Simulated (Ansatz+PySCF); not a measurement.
A calculation with PySCF 2.14.0.

```python
from pyscf import gto, scf, cc

mol = gto.M(atom="""
Li 0.000000 0.000000 0.000000
F 0.000000 0.000000 3.600000
""", basis='6-31g', charge=0, spin=0)
mf = scf.UHF(mol)
mf.kernel()
mycc = cc.CCSD(mf, frozen=2).run()
et = mycc.ccsd_t()
print(mf.e_tot, mycc.e_corr, et, mycc.e_tot + et)
```

The script is written out from the run's settings.

Results

```
Converged                       : yes
Reference energy                : -106.75275 hartree
CCSD correlation energy         : -0.14129 hartree
Triples correction              : -0.00976 hartree
Total energy                    : -106.90380 hartree
Spin squared of the determinant : 0.000
```

The reference isn't the lowest determinant (another lies 1.10 eV lower), but the same method gives a higher total on the lower determinant. Caution: large amplitudes, a single reference is doubtful.
